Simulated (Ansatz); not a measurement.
Born–Oppenheimer molecular dynamics of C4H6O2 (12 atoms, charge 0, multiplicity 1). It goes on from the last frame of an earlier run, with new velocities.

These are results of RHF/STO-3G (Ansatz 0.2.0), not measurements.

- ensemble: NVE (velocity Verlet)
- time step: 1 fs
- steps asked: 250
- starting velocities drawn for: 500 K
- seed: 497191

First frame:

```xyz
12
Properties=species:S:1:pos:R:3
C -2.599 0.547 1.490
C -1.706 0.026 0.953
O -0.708 -0.565 0.263
C 0.393 0.264 -0.181
C 1.608 -0.647 -0.159
O 0.193 0.761 -1.460
H -3.321 0.985 2.101
H 0.586 1.113 0.590
H 1.421 -1.440 -0.906
H 2.560 -0.190 -0.469
H 1.734 -1.154 0.797
H -0.053 1.710 -1.332
```

(1) What does the run give?

(2) What happens to the structure?

(3) How do temperature and energy run in time?

Results:

(1) The run went to its last step.

* steps done: 250
* time covered: 250 fs
* mean temperature over the second half: 409 K
* spread of the potential energy over the second half: 7.9 meV per atom
* mean potential energy of the second half above the start: 10.3 meV per atom

The conserved energy stayed within 1.7 meV per atom of its start (net change -0.28 meV per atom), so the integration is sound. A run of 0.25 ps of so small a system gives no equilibrium averages. Limits of this set-up: minimal basis.

(2) The same pairs are bonded in the first frame and the last. Pairs count as bonded within 1.25 times the sum of covalent radii (0.12 Å more for H–H). The details hang on the random start.

(3) 
```csv
time (fs),T (K),potential energy less start (eV),conserved less start (meV/atom)
0,500,0.000,0.00
12,407,0.120,-0.01
24,391,0.143,0.12
36,413,0.122,0.77
48,393,0.142,0.32
60,424,0.108,0.82
72,461,0.062,0.92
84,482,0.022,-0.12
96,386,0.156,0.66
108,422,0.101,-0.02
120,463,0.051,0.19
132,530,-0.026,1.00
144,483,0.027,0.34
156,435,0.095,0.88
168,479,0.036,0.76
180,464,0.047,0.06
192,357,0.192,0.56
204,332,0.215,-0.22
216,299,0.264,0.43
228,379,0.166,0.82
240,383,0.159,0.58
```

The run took 3.2 min on 1 thread of Arm Neoverse V1, on a shared host, peak memory 0.08 GiB.
